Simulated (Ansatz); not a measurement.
System: fcc Rh. Method: r²SCAN+rVV10 in Ansatz (plane waves, PAW).

Numerical settings: plane-wave cutoff 560 eV, 24×24×24 k mesh, Fermi–Dirac smearing 0.05 eV, no spin polarisation, scalar-relativistic PAW data made under PBE.

Pressure at four volumes; x = ln(V/13.585 Å³). One pressure is withheld.

```
V (Å³/atom)        x  P (GPa)
-----------  -------  -------
12.770       -0.0619        ?
13.041       -0.0409    13.26
13.585        0.0000    -0.03
14.400        0.0583   -14.71
```

Question: Pass a parabola P(x) through the three rows shown, estimate the bulk modulus and its pressure derivative near zero pressure, and predict the withheld pressure.

Answer: Slopes between the rows: (-0.03 − (13.26))/(0.0000 − (-0.0409)) = -324.94 and (-14.71 − (-0.03))/(0.0583 − (0.0000)) = -251.80 GPa. Their difference over the span 0.0992 is c = 73.14/0.0992 = 737.3 GPa, so P(x) = 13.26 + (-324.94)(x − (-0.0409)) + 737.3 (x − (-0.0409))(x − (0.0000)). At the middle row B = −dP/dx = −[-324.94 + 737.3 × 0.0409] = 294.8 GPa, and B′ = dB/dP = 2c/B = 5.0. At x = -0.0619 the parabola gives 21.04 GPa; the run gives 21.22 GPa. The Birch–Murnaghan fit to the energies at all volumes has B0 = 293 GPa and B′ = 5.1.

Measured, for comparison: bulk modulus 271 GPa (corrected for temperature and zero-point phonon effects, sources range from 271 to 289; as tabulated in Levämäki et al. (2014), arXiv:1402.3671). Computed less measured: bulk modulus +8 % (+1.4 % to +8 % over the range).

Ansatz is a first-principles code.
